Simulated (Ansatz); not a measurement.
The input, for Ansatz 0.2.0:

```yaml
crystal:
  periodic: [false, false, false]
  atoms:
    - {symbol: Ge, position_ang: [0.000003, -0.311368, 2.468469]}
    - {symbol: B, position_ang: [-0.000013, -0.288606, 0.510326]}
    - {symbol: P, position_ang: [0.000004, -0.407523, -1.397882]}
    - {symbol: H, position_ang: [0.000006, 1.007498, -1.580913]}
basis:
  gaussian: {orbitals: cc-pVDZ}
magnetization: {spin_polarized: false, initial_magnetization: 3}
hamiltonian: {xc: {name: PBE}}
correlation: {method: bccd_t, electrons: outside_noble_gas}
```

```sh
$ ansatz run in.yaml --threads 1 --pin off --events-out ev --progress --plain --max-ram 2393MiB
```

The program prints:

```
699 factors; integrals over basis functions are off by at most 1.3e-3 eV
mean field evaluation 1: about -66478.8705 eV, gradient 2.1e1 eV
mean field evaluation 2: about -66478.8658 eV, gradient 2.1e1 eV
mean field evaluation 4: about -66477.3543 eV, gradient 1.9e1 eV
mean field evaluation 8: about -66479.6309 eV, gradient 1.1e1 eV
mean field evaluation 16: about -66480.9598 eV, gradient 9.7e-3 eV
mean field evaluation 32: about -66480.9586 eV, gradient 1.4e-1 eV
mean field evaluation 64: about -66480.5990 eV, gradient 1.2e0 eV
mean field -66480.95984670 eV, -2443.1302119531 hartree, gradient 8.5e-8 eV, S^2 3.750000; 5 other end points of the search recorded, 0 dependent functions left out
mean field evaluation 96: about -66428.9027 eV, gradient 3.0e-4 eV
mean field evaluation 128: about -66429.7185 eV, gradient 8.4e-1 eV
mean field evaluation 160: about -66429.7332 eV, gradient 9.4e-2 eV
20 core orbitals not correlated: weight in the atoms' cores, before any rotation towards them, 0.999 or more for the frozen orbitals, at most 0.000 for the correlated occupied ones
reference -66428.67178515 eV, -2441.2086611334 hartree; 8, 5 occupied and 36, 39 virtual orbitals, 699 factors
second order -6.43396550 eV of doubles, -0.46079312 eV of singles
cycle   1  -7.45432572 eV  change   -5.7e-1 eV  update   8.5e-2
cycle   2  -7.66771175 eV  change   -2.1e-1 eV  update   3.1e-2
cycle   3  -7.75119513 eV  change   -8.3e-2 eV  update   1.3e-2
cycle   4  -7.75317803 eV  change   -2.0e-3 eV  update   4.0e-3
cycle   5  -7.75334728 eV  change   -1.7e-4 eV  update   1.8e-3
cycle   6  -7.75287311 eV  change    4.7e-4 eV  update   8.3e-4
cycle   7  -7.75289521 eV  change   -2.2e-5 eV  update   4.2e-4
cycle   8  -7.75297716 eV  change   -8.2e-5 eV  update   2.5e-4
cycle   9  -7.75295720 eV  change    2.0e-5 eV  update   1.6e-4
cycle  10  -7.75295128 eV  change    5.9e-6 eV  update   9.2e-5
cycle  11  -7.75296657 eV  change   -1.5e-5 eV  update   5.0e-5
cycle  12  -7.75295892 eV  change    7.6e-6 eV  update   2.7e-5
cycle  13  -7.75296330 eV  change   -4.4e-6 eV  update   1.4e-5
perturbative correction -0.29796694 eV, -0.0109500831 hartree
Total energy: -66436.72271540 eV, -2441.5045273628 hartree
```

Ran on 1 thread of Arm Neoverse V2, shared host: 15 s wall, 0.2 GiB peak host memory.
